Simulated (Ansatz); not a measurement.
Process, species as SMILES: FC(F)=C + 4 [H][H] (H2) → 2 C (CH4) + 2 F (HF)
B3LYP-D3(BJ)/def2-TZVP geometries, fixed; electronic energies without zero-point terms.

Effect of a fitting basis named in the input at HF/def2-TZVPP with Ansatz (an electronic-structure program), against the last row, where the energy of full hydrogenation is -102.45 kcal/mol. The default fits or decomposes integrals by the program's own choice; accuracy: high also tightens integrals, grids and stops.

| setting | largest shift of a total energy (mEh) | shift of the energy of full hydrogenation (kcal/mol) |
|---|---|---|
| fitting: def2-SV(P)-JKFIT | 0.099 | -0.055 |
| fitting: def2-universal-JKFIT | 0.099 | -0.055 |
| fitting: cc-pVTZ-JKFIT | 0.112 | -0.070 |
| fitting: cc-pVQZ-JKFIT | 0.016 | -0.007 |
| fitting: cc-pV5Z-JKFIT | 0.003 | -0.001 |
| accuracy: high | -0.004 | 0.001 |
| accuracy: medium (default) | 0.000 | 0.000 |

Within 0.02 kcal/mol in the energy of full hydrogenation: fitting: cc-pVQZ-JKFIT; fitting: cc-pV5Z-JKFIT; accuracy: high. The largest shift is 0.112 mEh in a total energy and 0.070 kcal/mol in the difference.
